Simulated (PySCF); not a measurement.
# CH: frontier orbitals

r²SCAN at R = 1.125 Å; PySCF, no relativity, basis sets H pcseg-2, C pcseg-2. State: ²Π (doublet), unpaired electrons π ↑. Only the outer orbitals are listed, counted within each symmetry.

```
spin  orbital  occ.  ε (eV)  on H (%)         main shells (%)
   α       2σ     1  -16.81        25          68 C s, 24 H s
   α       3σ     1   -7.97        21  52 C p, 27 C s, 21 H s
   α       1π     1   -6.40         1                  99 C p
   α       1π     0   -4.84         2                  98 C p
   β       2σ     1  -15.47        35          58 C s, 33 H s
   β       3σ     1   -7.36        17  51 C p, 32 C s, 16 H s
   β       1π     0   -4.40         2                  98 C p
   β       1π     0   -2.52         3                  97 C p
```

Problem. Which are the highest filled and the lowest empty level, where do they sit, and how wide is the gap?

Solution. Highest filled α 1π at -6.40 eV (in %: 99 C p); lowest empty α 1π at -4.84 eV (in %: 98 C p); the gap at r²SCAN is 1.56 eV. Both belong to one degenerate shell, split only by its one-sided filling, so this is no excitation gap.

The bond order (Mayer) is 0.96 and the ⟨S²⟩ is 0.755. The charge on H (Mulliken, basis-dependent) is 0.01, the charge on H (Löwdin, basis-dependent) is -0.08 and the dipole moment (positive dipole means H(−)C(+)) is -1.54 D.

The state is the lowest determinant that a PBE0 search found; another state may lie lower at other levels.
